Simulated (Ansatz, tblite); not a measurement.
Cost and result up the ladder for (H3Si)2CH2 (CH8Si2) (11 atoms). Total charge 0; singlet. Geometry: PBE-D4/def2-SVP.

Cartesian coordinates in Å:
```
Si -0.9254 0.3503 -1.2715
H -2.3431 0.0491 -1.6797
H 0.0011 -0.2093 -2.3183
H -0.7477 1.8448 -1.2311
C -0.5259 -0.3978 0.4212
Si 1.2488 -0.1058 1.0124
H 2.2238 -0.7335 0.0520
H 1.5362 1.3706 1.0827
H 1.4735 -0.7005 2.3773
H -0.7133 -1.4928 0.3826
H -1.2280 0.0248 1.1723
```

Ansatz on 4 threads of AMD EPYC 7B13 on a shared host; xTB runs through tblite on one thread. Times are rough, summed over both states, and most runs start from the orbitals of an earlier one. PBE0-D4/def2-TZVP serves as the yardstick here, not as an exact answer. The other state is a doublet.

The xTB rows come from tblite. HOMO above LUMO, or a gap near zero within one spin, warns that the state may not be the lowest or that an electron is smeared out.

Raw xTB energies of ions are shifted by several eV.

```
                         level  functions  wall time  vertical IE (eV)  difference from PBE0-D4/def2-TZVP (eV)                                     remarks
                      GFN2-xTB         30    0.012 s             13.59                                    2.83                                           –
                      GFN1-xTB         38    0.018 s             14.67                                    3.90                                           –
PBE-D4/def2-TZVP (with forces)        153        4 s             10.47                                   -0.29  gap within one spin near zero (+1 doublet)
             PBE0-D4/def2-TZVP        153      4.1 s             10.76                                    0.00                                           –
           r2SCAN-D4/def2-TZVP        153      9.2 s             10.60                                   -0.17                                           –
```
